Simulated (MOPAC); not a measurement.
Input file for MOPAC: PM7 on C2H4 (SMILES C=C).

```
PM7 1SCF PRECISE CHARGE=0 THREADS=1
C2H4

C     -0.47192500 1     0.47192500 1     1.85911100 1
C      0.47192500 1    -0.47192500 1     1.85911100 1
H     -0.87242200 1     0.87242200 1     0.93612500 1
H      0.87242200 1    -0.87242200 1     0.93612500 1
H     -0.87046400 1     0.87046400 1     2.78330800 1
H      0.87046400 1    -0.87046400 1     2.78330800 1
```

Program output:

```
*******************************************************************************
 **                                                                           **
 **                              MOPAC v23.2.5                                **
 **                                                                           **
 *******************************************************************************
 ** MOPAC's Digital Object Identifier: https://doi.org/10.5281/zenodo.6511958 **
 **                                                                           **
 ** Please cite the open-source release paper for use of this MOPAC version:  **
 ** J. E. Moussa and J. J. P. Stewart (2026)                                  **
 ** MOPAC: An open-source semiempirical molecular orbital program             **
 ** J. Open Source Softw., 11(119), 8025, https://doi.org/10.21105/joss.08025 **
 *******************************************************************************

                              PM7 CALCULATION RESULTS

 *******************************************************************************
 *  PM7        - The PM7 Hamiltonian to be used
 *
 *
 *
 *                 CHARGE ON SYSTEM = 0
 *
 *
 *
 *  PRECISE    - TIGHTER CRITERIA TO BE USED
 *  1SCF       - DO 1 SCF AND THEN STOP
 *  THREADS=1  - MULTI-THREADING NOT USED
 *  T=         - A TIME OF 172800.0 SECONDS REQUESTED
 *  DUMP=N     - RESTART FILE WRITTEN EVERY 7200.0 SECONDS REQUESTED
 *******************************************************************************
PM7 1SCF PRECISE CHARGE=0 THREADS=1
 C2H4

   ATOM   CHEMICAL          X               Y               Z
  NUMBER   SYMBOL      (ANGSTROMS)     (ANGSTROMS)     (ANGSTROMS)

     1       C         -0.47192500  *   0.47192500  *   1.85911100  *
     2       C          0.47192500  *  -0.47192500  *   1.85911100  *
     3       H         -0.87242200  *   0.87242200  *   0.93612500  *
     4       H          0.87242200  *  -0.87242200  *   0.93612500  *
     5       H         -0.87046400  *   0.87046400  *   2.78330800  *
     6       H          0.87046400  *  -0.87046400  *   2.78330800  *



          CARTESIAN COORDINATES

    NO.       ATOM           X           Y           Z

     1         C         -0.4719      0.4719      1.8591
     2         C          0.4719     -0.4719      1.8591
     3         H         -0.8724      0.8724      0.9361
     4         H          0.8724     -0.8724      0.9361
     5         H         -0.8705      0.8705      2.7833
     6         H          0.8705     -0.8705      2.7833

 General Reference for PM7:
 "Optimization of Parameters for Semiempirical Methods VI: More Modifications to the
 NDDO Approximations and Re-optimization of Parameters", J. J. P. Stewart, J. Mol. Mod., 1:32, 19 (2013)
 https://link.springer.com/article/10.1007/s00894-012-1667-x

           Empirical Formula: C2 H4  =     6 atoms



      MOLECULAR POINT GROUP   :   D2h


      RHF CALCULATION, NO. OF DOUBLY OCCUPIED LEVELS = 6


 -------------------------------------------------------------------------------
 PM7 1SCF PRECISE CHARGE=0 THREADS=1
 C2H4



     1SCF WAS SPECIFIED, SO BFGS WAS NOT USED
     SCF FIELD WAS ACHIEVED


                              PM7 CALCULATION
                                                       MOPAC v23.2.5 Linux




          FINAL HEAT OF FORMATION =         14.39552 KCAL/MOL =      60.23084 KJ/MOL


          COSMO AREA              =         71.30 SQUARE ANGSTROMS
          COSMO VOLUME            =         53.11 CUBIC ANGSTROMS

          IONIZATION POTENTIAL    =         10.722524 EV
          HOMO LUMO ENERGIES (EV) =        -10.723  0.990
          NO. OF FILLED LEVELS    =          6
          MOLECULAR WEIGHT        =         28.0536         POINT GROUP:  D2h

          MOLECULAR DIMENSIONS (Angstroms)

            Atom       Atom       Distance
            H     5    H     4     3.08016
            H     6    H     3     2.95631
            C     1    C     2     0.00000


          SCF CALCULATIONS        =          1





   ATOM   CHEMICAL          X               Y               Z
  NUMBER   SYMBOL      (ANGSTROMS)     (ANGSTROMS)     (ANGSTROMS)

     1       C         -0.47192500  *   0.47192500  *   1.85911100  *
     2       C          0.47192500  *  -0.47192500  *   1.85911100  *
     3       H         -0.87242200  *   0.87242200  *   0.93612500  *
     4       H          0.87242200  *  -0.87242200  *   0.93612500  *
     5       H         -0.87046400  *   0.87046400  *   2.78330800  *
     6       H          0.87046400  *  -0.87046400  *   2.78330800  *

                             CARTESIAN COORDINATES

   1    C       -0.471925000     0.471925000     1.859111000
   2    C        0.471925000    -0.471925000     1.859111000
   3    H       -0.872422000     0.872422000     0.936125000
   4    H        0.872422000    -0.872422000     0.936125000
   5    H       -0.870464000     0.870464000     2.783308000
   6    H        0.870464000    -0.870464000     2.783308000


           Empirical Formula: C2 H4  =     6 atoms



      MOLECULAR POINT GROUP   :   D2h


                  EIGENVALUES
 -26.85472 -20.07195 -16.32363 -14.28319 -12.17308 -10.72252   0.99001   5.47922
   5.60143   6.37858   6.44080   6.48584


              NET ATOMIC CHARGES AND DIPOLE CONTRIBUTIONS

  ATOM NO.   TYPE          CHARGE      No. of ELECS.   s-Pop       p-Pop
    1          C          -0.282970        4.2830     1.10044     3.18253
    2          C          -0.282970        4.2830     1.10044     3.18253
    3          H           0.141565        0.8584     0.85843
    4          H           0.141565        0.8584     0.85843
    5          H           0.141405        0.8586     0.85859
    6          H           0.141405        0.8586     0.85859
 DIPOLE           X         Y         Z       TOTAL
 POINT-CHG.     0.000    -0.000     0.000     0.000
 HYBRID        -0.000     0.000     0.001     0.001
 SUM            0.000    -0.000     0.001     0.001


          ATOMIC ORBITAL ELECTRON POPULATIONS

     Atom    s        px        py        pz
    1  C   1.10044   1.02322   1.02322   1.13609
    2  C   1.10044   1.02322   1.02322   1.13609
    3  H   0.85843
    4  H   0.85843
    5  H   0.85859
    6  H   0.85859

 **********************
 *                    *
 * JOB ENDED NORMALLY *
 *                    *
 **********************




 == MOPAC DONE ==
```

The run finished.

Cost: about 0.020 core-seconds (a rough figure).
